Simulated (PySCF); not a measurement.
SMILES C#C (C2H2) (CAM-B3LYP/def2-SVP optimised geometry):

```
4

C      0.602     0.000     0.000
C     -0.602     0.000     0.000
H      1.677     0.000     0.000
H     -1.677     0.000     0.000
```

Computed with CAM-B3LYP/def2-TZVP in PySCF.

What are the frontier orbital energies and the dipole moment?

HOMO-2 -15.46 eV, HOMO-1 -9.81 eV, HOMO -9.81 eV, LUMO 1.95 eV, LUMO+1 1.95 eV; dipole moment 0.00 D.

Meta-Löwdin charges at CAM-B3LYP/def2-TZVP: C1 -0.17, C2 -0.17, H3 0.17, H4 0.17.
